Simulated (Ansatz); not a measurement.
# HCl (hydrogen chloride): levels of theory compared

Aim: a comparison of 6 runs (CAM-B3LYP/3-21G, wB97X/3-21G, PBE/6-31G*, SVWN5/6-31G*, CCSDTQ/6-31G*, CCSD/3-21G) of HCl (hydrogen chloride). 

The calculation is run with Ansatz 0.2.0.

56 further runs of the same task are left out: 2 that didn't finish, 54 set aside as unsound or not needed.

### Step 1. The structure to begin with

The species is HCl (2 atoms), meant as a singlet with charge 0. As SMILES, `Cl`. The H2–Cl1 distance was set to 1.918 Å, away from the relaxed value.

Bond lengths: Cl1–H2 1.918 Å.

### Step 2. A single-point energy at CAM-B3LYP/3-21G (run 1)

Input file molecule.yaml:

```yaml
crystal:
  periodic: [false, false, false]
  atoms:
    - {symbol: Cl, position_ang: [1.092011, -0.357004, 0.561606]}
    - {symbol: H, position_ang: [-0.546000, 0.178500, -0.280800]}
basis:
  gaussian:
    orbitals: 3-21G.json
magnetization:
  spin_polarized: false
  initial_magnetization: 0
hamiltonian:
  xc: {name: CAM-B3LYP}
accuracy: high
```

The basis set 3-21G is read from a file made from the Basis Set Exchange's data (not shown).

Run with:

```console
$ ansatz run molecule.yaml --threads 1 --pin off --max-ram 2610MiB --events-out events.jsonl --progress --plain --runs-dir runs
```

The program printed:

```text
Warning: RAYON_NUM_THREADS=1 ignored (pool sized by the plan → 1); use --threads N
Functional definition: CAM-B3LYP
  name "CAM-B3LYP"
  parameter alpha = 0.19
  parameter beta = 0.46
  parameter omega = 0.33/bohr
  parameter ac = 0.81
  exchange = (1 - alpha - beta)*b88_x + beta*b88_x_sr(omega) + alpha*exact_x + beta*exact_x_lr(omega)
  correlation = (1 - ac)*vwn5_c + ac*lyp_c
255 factors; integrals over basis functions are off by at most 3.2e-9 eV
107 factors; integrals over basis functions are off by at most 2.0e-9 eV
mean field evaluation 1: about -12475.3064 eV, gradient 1.6e1 eV
mean field evaluation 2: about -12475.2497 eV, gradient 2.1e1 eV
mean field evaluation 4: about -12476.7016 eV, gradient 9.6e-2 eV
mean field evaluation 8: about -12476.7002 eV, gradient 1.3e-3 eV
mean field -12476.70023352 eV, -458.5102765706 hartree, gradient 9.1e-9 eV, S^2 0.000000; 0 other end points of the search recorded, 0 dependent functions left out
reference -12476.70024540 eV, -458.5102770072 hartree; 9, 9 occupied and 6, 6 virtual orbitals, 255 factors
Total energy: -12476.70024540 eV, -458.5102770072 hartree
```

Run time: 0.4 s. Hardware: 1 thread of Arm Neoverse V2, shared host.

### Step 3. The energy at wB97X/3-21G (run 2)

Input file in.yaml:

```yaml
crystal:
  periodic: [false, false, false]
  atoms:
    - symbol: Cl
      position_ang: [1.092011, -0.357004, 0.561606]
    - symbol: H
      position_ang: [-0.546000, 0.178500, -0.280800]
basis:
  gaussian: {orbitals: 3-21G.json}
magnetization: {spin_polarized: false, initial_magnetization: 0}
hamiltonian: {xc: {name: wB97X}}
accuracy: high
```

The basis set 3-21G is read from a file made from the Basis Set Exchange's data (not shown).

Run with:

```console
$ ansatz run in.yaml --threads 1 --pin off --max-ram 2610MiB --events-out events.jsonl --progress --plain --runs-dir runs
```

The program printed (excerpt; [...] marks lines left out):

```text
Warning: RAYON_NUM_THREADS=1 ignored (pool sized by the plan → 1); use --threads N
Functional definition: wB97X
  name "wB97X"
[...]
      + exact_x_lr(omega)
[...]
      + integral(e_c_pw_opposite_spin*poly(b97_u_opposite, 1, cos1, cos2, cos3, cos4))
255 factors; integrals over basis functions are off by at most 3.2e-9 eV
106 factors; integrals over basis functions are off by at most 1.5e-9 eV
[...]
mean field -12476.22089663 eV, -458.4926612650 hartree, gradient 2.4e-8 eV, S^2 0.000000; 0 other end points of the search recorded, 0 dependent functions left out
reference -12476.22089533 eV, -458.4926612172 hartree; 9, 9 occupied and 6, 6 virtual orbitals, 255 factors
Total energy: -12476.22089533 eV, -458.4926612172 hartree
```

Run time: 1.2 s. Hardware: 1 thread of Arm Neoverse V2, shared host; peak memory 0.13 GiB.

Run 3 isn't shown in full; the table further down has it.

### Step 4. A single-point energy at SVWN5/6-31G(d) (spherical functions) (run 4)

Input file molecule.yaml:

```yaml
crystal:
  periodic: [false, false, false]
  atoms:
    - symbol: Cl
      position_ang: [1.092011, -0.357004, 0.561606]
    - symbol: H
      position_ang: [-0.546000, 0.178500, -0.280800]
basis:
  gaussian:
    orbitals: 6-31G_st_-spherical.json
hamiltonian:
  xc: {name: SVWN5}
accuracy: high
```

The basis set 6-31G* is read from a file made from the Basis Set Exchange's data (not shown).

Run with:

```console
$ ansatz run molecule.yaml --threads 1 --pin off --max-ram 2610MiB --events-out events.jsonl --progress --plain --runs-dir runs
```

The program printed:

```text
Warning: RAYON_NUM_THREADS=1 ignored (pool sized by the plan → 1); use --threads N
Functional definition: SVWN5
  name "SVWN5"
  exchange = slater_x
  correlation = vwn5_c
319 factors; integrals over basis functions are off by at most 3.1e-9 eV
mean field evaluation 1: about -12494.0867 eV, gradient 1.6e1 eV
mean field evaluation 2: about -12487.5286 eV, gradient 4.2e1 eV
mean field evaluation 4: about -12495.2955 eV, gradient 1.0e0 eV
mean field evaluation 8: about -12495.2974 eV, gradient 2.2e-3 eV
mean field evaluation 16: about -12495.2974 eV, gradient 6.6e-10 eV
mean field -12495.29737285 eV, -459.1937088354 hartree, gradient 4.1e-8 eV, S^2 0.000000; 0 other end points of the search recorded, 0 dependent functions left out
reference -12495.29737459 eV, -459.1937088993 hartree; 9, 9 occupied and 11, 11 virtual orbitals, 319 factors
Total energy: -12495.29737459 eV, -459.1937088993 hartree
```

It took 0.3 s on 1 thread of Arm Neoverse V2, shared host.

Run 5 isn't shown in full; the table further down has it.

### Step 5. The energy at CCSD/3-21G (run 6)

in.yaml: that of step 3 with these lines changed.

```diff
@@ -9,4 +9,4 @@
   gaussian: {orbitals: 3-21G.json}
-magnetization: {spin_polarized: false, initial_magnetization: 0}
-hamiltonian: {xc: {name: wB97X}}
+correlation: {method: ccsd, frozen_orbitals: {Cl: 5, H: 0}}
 accuracy: high
+scf: {omitted_lower_state_checks: [cluster_reference, increment]}
```

The basis set 3-21G is read from a file made from the Basis Set Exchange's data (not shown).

Run with:

```console
$ ansatz run in.yaml --threads 1 --pin off --max-ram 2610MiB --events-out events.jsonl --progress --plain --runs-dir runs
```

The program printed:

```text
Warning: RAYON_NUM_THREADS=1 ignored (pool sized by the plan → 1); use --threads N
[... 11 lines left out ...]
5 core orbitals not correlated: weight in the atoms' cores, before any rotation towards them, 1.000 or more for the frozen orbitals, at most 0.000 for the correlated occupied ones
[... 20 lines left out ...]
Total energy: -12459.38352012 eV, -457.8738990909 hartree
Checks for a lower state left out: cluster_reference, increment
```

It took 0.14 s on 1 thread of Arm Neoverse V2, shared host.

### Step 6. Overview of the runs

```tsv
run	level	frozen core orbitals	energy (Eh)	wall time
1	CAM-B3LYP/3-21G	–	-458.510277	0.4 s
2	wB97X/3-21G	–	-458.492661	1.2 s
3	PBE/6-31G* (spherical functions)	–	-460.505119	0.42 s
4	SVWN5/6-31G* (spherical functions)	–	-459.193709	0.3 s
5	CCSDTQ/6-31G* (spherical functions)	5	-460.132528	3.3 s
6	CCSD/3-21G	5	-457.873899	0.14 s
```

### Step 7. Summary of results

```
                                          quantity          value
                               run 6: total energy  -457.87390 Eh
run 6: correlation energy (5 core orbitals frozen)      -86.7 mEh
                              run 6: T1 diagnostic          0.017
```

What this shows: Totals of different functionals can't be ranked against each other. In runs 5, 6 the log says that unrestricted orbitals would lower the reference, so the values rest on an unstable closed-shell determinant (other closed-shell runs at this shape may share the fault). All runs together took 5.8 s, the longest 3.3 s.
